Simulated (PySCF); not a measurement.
# C4H10S2 (methyl propyl disulfide): the cost of one run

Programs: PySCF 2.14.0, with density-fitted response routines of our own. Each step states its level of theory. These are calculated values for one molecule in the gas phase, unless marked as measured. Atoms count from 0, in the outputs and in this text.

### 1 Starting geometry

16 atoms, charge 0, multiplicity 1; geometry from: MMFF94s. The atoms were then displaced at random by about 0.03 Å, so the start is not that level's minimum.

Bonds of the start (Å): C0–C1 1.58, C1–C2 1.56, C2–S3 1.68, S3–S4 2.11, S4–C5 1.85, C0–H6 1.11, C0–H7 1.02, C0–H8 1.12, C1–H9 1.11, C1–H10 1.06, C2–H11 1.12, C2–H12 1.11, C5–H13 1.10, C5–H14 1.13, C5–H15 1.13.

### 2 Geometry optimisation at PBE0-D3(BJ)/def2-SVP

Job settings and geometry (Å):

```
{"job": {"xc": "PBE0", "basis": "def2-SVP", "d3": "d3bj", "grid": 1, "shake": 0.03, "kind": "geom"}, "charge": 0, "multiplicity": 1}
C      2.642470    -0.144950     0.251670
C      1.272690    -0.493090    -0.459970
C      0.230250     0.667720    -0.504880
S     -1.136240     0.261560    -1.398600
S     -2.151200    -1.158130    -0.205710
C     -3.041740    -0.072790     0.995240
H      2.420990     0.224800     1.275840
H      3.334250    -0.887710     0.235010
H      3.050180     0.786640    -0.222330
H      0.866330    -1.351780     0.105150
H      1.498900    -0.809460    -1.448710
H      0.754980     1.539110    -0.966820
H     -0.052310     1.029660     0.505940
H     -3.803850     0.554520     0.503690
H     -3.587150    -0.755090     1.707490
H     -2.332900     0.575040     1.592480
```

Command:

```sh
> OMP_NUM_THREADS=1 python probes_run.py task.json out
```

One launch serves the whole session: the jobs run in the order shown.

**Question.** How long does this first job take on 1 thread of Intel Xeon Platinum 8488C, shared host, and how much memory does it need?

About 59 s, with a peak of 0.61 GiB.
